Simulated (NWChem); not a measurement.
# Lowest excitation of isobutene (C4H8)

```
C
C 1 1.3494
H 2 1.1018 1 121.44
H 2 1.1018 3 117.13 1 180.00
C 1 1.5080 2 122.13 3 180.00
H 5 1.1072 1 112.17 2 0.00
H 5 1.1122 6 108.14 1 122.78
H 5 1.1122 6 108.14 7 114.44
C 1 1.5080 2 122.13 3 0.00
H 9 1.1072 1 112.17 2 0.00
H 9 1.1122 10 108.14 1 -122.78
H 9 1.1122 10 108.14 11 -114.44
```
Charge 0, spin multiplicity 1.

All runs are NWChem calculations. The geometry was optimised at PBE/def2-SVP, a minimum by its harmonic frequencies.

Basis set: 6-31+G*.

Relative cost: rough, from shared machines, SCF included, CIS = 1.

The correlated methods keep 4 core orbitals frozen. B3LYP has NWChem's definition, with VWN1-RPA local correlation. The Pople sets run with spherical d functions. Coupled-cluster values serve here as a point of comparison, not as the truth.

```csv
method,lowest vertical singlet excitation energy (eV),relative cost
CIS,…,1
TD-PBE,…,4
EOM-CCSD,6.84,4
TD-BHandHLYP,…,6
TD-B3LYP,…,6
```

Complete the blanks.


- CIS, lowest vertical singlet excitation energy (eV): 7.11
- TD-PBE, lowest vertical singlet excitation energy (eV): 5.79
- TD-BHandHLYP, lowest vertical singlet excitation energy (eV): 6.60
- TD-B3LYP, lowest vertical singlet excitation energy (eV): 6.11
